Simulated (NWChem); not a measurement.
# Correlation energy of Na (+1)

SMILES: [Na+]
```xyz
1

Na     0.0000     0.0000     0.0000
```
Charge +1, spin multiplicity 1.

Program: NWChem.

Basis set: def2-TZVP. Each correlation energy counts from its own Hartree-Fock reference.

The correlated methods keep 1 core orbital frozen. Coupled-cluster values serve here as a point of comparison, not as the truth.

Task: For the correlation energy, SCS-MP2 gives -152.8 mHa and CCSD gives -163.9 mHa. What do CCSDT, CCSD+T(CCSD), CR-CCSD[T] give?

Result: CCSDT: -165.8 mHa; CCSD+T(CCSD): -166.1 mHa; CR-CCSD[T]: -165.9 mHa.
